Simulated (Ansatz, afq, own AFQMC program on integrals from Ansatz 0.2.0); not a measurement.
AFQMC on a folder of integrals that Ansatz 0.2.0 wrote.

```yaml
crystal:
  periodic: [false, false, false]
  atoms:
    - {symbol: C, position_ang: [0.000000, 0.000000, 0.661488]}
    - {symbol: C, position_ang: [0.000000, 0.000000, -0.661488]}
    - {symbol: H, position_ang: [0.000000, 0.923180, 1.230974]}
    - {symbol: H, position_ang: [0.000000, -0.923180, 1.230974]}
    - {symbol: H, position_ang: [0.000000, 0.923180, -1.230974]}
    - {symbol: H, position_ang: [0.000000, -0.923180, -1.230974]}
basis:
  gaussian: {orbitals: 6-31G}
magnetization: {spin_polarized: false}
correlation: {method: ccsd_t, electrons: outside_noble_gas, hamiltonian_folder: ham}
```

```sh
$ ansatz run in.yaml --threads 1 --pin off --events-out ev --progress --plain --max-ram 1382MiB
```

afq runs on the folder ham with

```
--method phaseless --trial cisd --walkers 180 --populations 1 --least-time 40 --time-step 0.005 --steps-per-block 50 --equilibration-blocks 28 --max-blocks 300 --target-error 0.00042 --factor-cut 1e-05 --seed 7815 --release-times 0.24,0.51,0.99,1.62,2.4 --release-step 0.03 --release-every 4 --taylor-order 6
```

Times are imaginary, in 1/Eh. The walk had a cap of 529 s.

afq prints:

```
orbitals 24  electrons 6 6  factors 177 of 382
reference energy -78.00410498 Eh
CCSD correlation -0.20642514 Eh in 8 cycles, weight of the determinant in the CISD state 0.8967
energy of the start -78.210530 Eh
 block  time / (1/Eh)  mean weight  energy / Eh
     1     0.250  0.9995  -78.207419
     2     0.500  1.0001  -78.209505
     3     0.750  0.9994  -78.214638
     4     1.000  1.0000  -78.212993
     5     1.250  0.9998  -78.211567
     8     2.000  0.9994  -78.215830
    13     3.250  0.9991  -78.215450
    25     6.250  1.0002  -78.217249
    37     9.250  0.9982  -78.218794
    49    12.250  1.0010  -78.213780
    61    15.250  1.0008  -78.215982
    73    18.250  1.0001  -78.211993
    85    21.250  0.9990  -78.217379
    89    22.250  0.9997  -78.222097
    97    24.250  0.9995  -78.217166
   109    27.250  0.9994  -78.216495
   121    30.250  1.0010  -78.216712
   133    33.250  1.0003  -78.213275
   145    36.250  1.0000  -78.217977
   157    39.250  1.0006  -78.216696
   169    42.250  1.0001  -78.212867
   181    45.250  0.9989  -78.217771
   185    46.250  1.0005  -78.214767
blocks merged  error / Eh  count
     1  0.000209  160
     2  0.000251  80
     4  0.000261  40
     8  0.000285  20
    16  0.000335  10
released: time / (1/Eh)  energy / Eh  error  mean overlap
  0.24  -78.216394  0.000329  1.0018
  0.51  -78.216426  0.000323  1.0048
  0.99  -78.215944  0.000274  1.0146
  1.62  -78.216769  0.000347  1.0025
  2.40  -78.216681  0.000358  1.0007
energy -78.216154 +/- 0.000285 Eh
(rows thinned)
```

The run passed its tests (sampling time, drift between the halves within three errors, error under three times the target), which doesn't prove that it has relaxed.

Against this walk (error 7.7 meV) on the same determinant: CCSD(T) 13.1 meV higher (within the noise), CCSDT(Q) 5.7 meV lower (within the noise). The error is statistical and leaves out the bias of the constraint. Released to 2.40 1/Eh the energy moves by -14 ± 12 meV (both errors), within twice the noise.

Cautions: constraint bias not in the error.

The walk took 3.8 min on 1 thread of Intel(R) Xeon(R) Platinum 8259CL CPU @ 2.50GHz (Skylake/Cascade Lake) (shared host). The log's last line is the phaseless energy.

CCSDT and higher add their correlation energy to the determinant of the CCSD(T) run, since their own runs factorise the integrals more tightly (a shift of under 2 meV). A walk keeps the symmetry of its determinant, which the program's search chose and which needn't be the lowest solution, so a lower state of the same spin and another symmetry isn't excluded.
